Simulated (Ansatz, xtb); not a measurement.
## Relaxing a trial structure of CH6BSi−

The starting geometry of this gas-phase singlet was built from a drawn formula by distance geometry and a force field; its bonds are those of `B[SiH2][CH2-]`.

```xyz
9

C    -0.4689    1.6576   -0.3131
B    -2.3523   -0.5031    0.8437
Si   -0.8135    0.6245    1.1610
H    -3.2732    0.0097    0.3465
H    -2.5377   -1.4082    1.5562
H    -1.0587    1.4949    2.3210
H     0.3273   -0.2447    1.4585
H     0.3840    2.3357   -0.1372
H    -0.2462    1.0150   -1.1977
```

Predict what it relaxes into with r2SCAN-D4/def2-SVPD.

It rearranges to `[BH2-]1C[SiH2]1`. Contacts that close: C1–B2 (3.09 → 1.60 Å).

The energy falls by 2.73 eV over 23 steps:

| step | E − E(last) (eV) |
| --- | --- |
| 1 | 2.730 |
| 3 | 2.151 |
| 6 | 2.052 |
| 8 | 1.974 |
| 11 | 1.666 |
| 13 | 1.250 |
| 16 | 0.266 |
| 18 | 0.009 |
| 21 | 0.000 |
| 23 | 0.000 |

Final geometry (Å):

```xyz
9

C    -0.8249    0.8842   -0.1236
B    -1.9490   -0.1711    0.3153
Si   -0.8379    0.7075    1.8027
H    -3.1235    0.1751    0.3069
H    -1.7276   -1.3672    0.1740
H    -1.0737    2.0686    2.4208
H     0.5392    0.2887    2.2694
H     0.0878    0.5263   -0.6217
H    -1.1296    1.8694   -0.5048
```

From the same start GFN2-xTB reaches the same bonding as this run.

The end wasn't checked by frequencies. Run with Ansatz 0.2.0, 43 s on 2 threads of Arm Neoverse V2 (shared host).
